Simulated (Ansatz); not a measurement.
Basis-set extrapolation for `N=CCO` (PBE0-D4/def2-TZVP geometry, frozen core, Ansatz). Multiplicity 1, RHF reference.

|  | def2-TZVPP | def2-QZVPP |
| --- | --- | --- |
| HF | -208.018880 | -208.028732 |
| MP2 correlation | -0.775649 | -0.830942 |
| CCSD(T) correlation | -0.833036 | not run |

Energies in hartree. Use E(X) = E(∞) + A·exp(−7.88·√X) for Hartree–Fock and E(X) = E(∞) + B·X^(−2.97) for correlation, with X = 3 and 4, and add CCSD(T) minus MP2 of the smaller set to the MP2 limit.

Problem. What is the CCSD(T) energy at the basis-set limit?

Solution. HF limit: -208.028732 + (-0.009852) × 0.13774 = -208.03009. MP2 limit: -0.830942 + (-0.055293) × 0.74074 = -0.87190. Higher-order term: -0.833036 − (-0.775649) = -0.05739. Total: -208.95938 hartree, 282.1 kJ/mol below CCSD(T)/def2-TZVPP.
